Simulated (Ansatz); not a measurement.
# BCl+ (quartet): the correlation ladder, def2-QZVPP

An exercise on one series of results from a longer session: the logs are not shown, and one member is left open.

Method: def2-QZVPP, core rule «outside noble gas», up to 6 orbitals frozen; program: Ansatz 0.2.0, Gaussian basis.

To be run: UHF; ROHF; CCSD(T) on UHF.

### What is computed

The geometry is a PBE0/def2-TZVP stationary point (not a proven minimum) of the parent state, kept for this charge and spin.

2 atoms, charge 1, spin multiplicity 4.

Atoms are counted from 1 here; the program's logs count them from 0.

Bond lengths: B1–Cl2 1.596 Å.

Geometry (Å):

```xyz
2
BCl
B     0.0000    0.0000    0.0000
Cl    0.0000    0.0000    1.5964
```

Set-up of the first run:

Contents of in.yaml:

```yaml
crystal:
  periodic: [false, false, false]
  atoms:
    - {symbol: B, position_ang: [0.000000, 0.000000, 0.000000]}
    - {symbol: Cl, position_ang: [0.000000, 0.000000, 1.596400]}
basis:
  gaussian: {orbitals: "def2-QZVPP.json"}
total_charge: 1
magnetization: {spin_polarized: true, initial_magnetization: 3}
hamiltonian: {xc: hf}
output: {orbitals: {seedname: orbitals}}
```

The run is started by

```console
ansatz run in.yaml --threads 1 --pin off --events-out ev --progress --plain --max-ram 2393MiB
```

Steps of the session up to this table: UHF; ROHF; CCSD(T) on UHF.

One of the session's tables, all rows but one given; the rest of the session is left out.

| method | from UCCSD(T) (kJ/mol) |
| --- | --- |
| ROHF | +644.0 |
| UHF | +623.9 |
| UMP2 | ? |
| UCCSD | +25.1 |
| UCCSD(T) | 0 |

Estimate the missing values for UMP2.

**Answer.** from UCCSD(T) (kJ/mol): +96.3. In the column «from UCCSD(T) (kJ/mol)» it lies between UCCSD (+25.1) and UHF (+623.9).
